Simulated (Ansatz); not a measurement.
# CH4ClS: the cost of one run

The runs use Ansatz 0.2.0, Gaussian basis; PBE0-D4/def2-SVPD.

10 further runs of the same task are left out: 10 set aside as unsound or not needed.

## 1. Where the work starts

The first end: 7 atoms, charge -1, spin multiplicity 1.

Atoms are counted from 1 here; the program's logs count them from 0.

Bond lengths: Cl1–C2 1.822 Å, C2–H4 1.084 Å, C2–H5 1.084 Å, C2–H6 1.084 Å, S3–H7 1.346 Å. Angles: Cl1–C2–H4 108.6°, Cl1–C2–H5 108.3°, Cl1–C2–H6 108.6°, H4–C2–H5 110.4°, H4–C2–H6 110.6°, H5–C2–H6 110.4°.

Geometry (Å):

```xyz
7

Cl   -1.35767    0.94278    2.07511
C    -0.51316    0.17146    0.65722
S     1.05573   -1.12244   -1.90261
H    -0.64840    0.80422   -0.21195
H    -0.95626   -0.80293    0.48714
H     0.53914    0.07055    0.89527
H     1.88052   -0.06354   -2.00018
```

The second end:

```
Cl    0.89805    1.91939    1.81996
C    -0.55739   -0.59692   -0.34874
S     1.07457   -0.07622   -0.93548
H    -1.33439   -0.34487   -1.07330
H    -0.57874   -1.67248   -0.16192
H    -0.74399   -0.06047    0.58417
H     1.24179    0.83167    0.11531
```

## 2. The band at PBE0-D4/def2-SVPD

neb/in.yaml

```yaml
crystal:
  periodic: [false, false, false]
  atoms:
    - {symbol: Cl, position_ang: [-1.357673, 0.942781, 2.075105]}
    - {symbol: C, position_ang: [-0.513157, 0.171460, 0.657216]}
    - {symbol: S, position_ang: [1.055734, -1.122437, -1.902613]}
    - {symbol: H, position_ang: [-0.648397, 0.804222, -0.211952]}
    - {symbol: H, position_ang: [-0.956264, -0.802933, 0.487145]}
    - {symbol: H, position_ang: [0.539139, 0.070552, 0.895273]}
    - {symbol: H, position_ang: [1.880517, -0.063544, -2.000175]}
basis:
  gaussian: {orbitals: def2-SVPD}
total_charge: -1
hamiltonian: {xc: pbe0, dispersion: d4}
neb:
  images: 5
  climbing: true
  max_iterations: 40
  initial_path: idpp
  final_atoms:
    - {symbol: Cl, position_ang: [0.898053, 1.919388, 1.819956]}
    - {symbol: C, position_ang: [-0.557392, -0.596920, -0.348736]}
    - {symbol: S, position_ang: [1.074568, -0.076219, -0.935478]}
    - {symbol: H, position_ang: [-1.334389, -0.344869, -1.073298]}
    - {symbol: H, position_ang: [-0.578736, -1.672477, -0.161920]}
    - {symbol: H, position_ang: [-0.743993, -0.060468, 0.584169]}
    - {symbol: H, position_ang: [1.241790, 0.831666, 0.115308]}
```

The run is started by

```sh
> ansatz run in.yaml --threads 2 --pin off --events-out ev --progress --plain --max-ram 4352MiB
```

**Question.** How long does this run take on 2 threads of Intel Xeon Platinum 8259CL at 2.50GHz, shared host?

About 6.6 min.
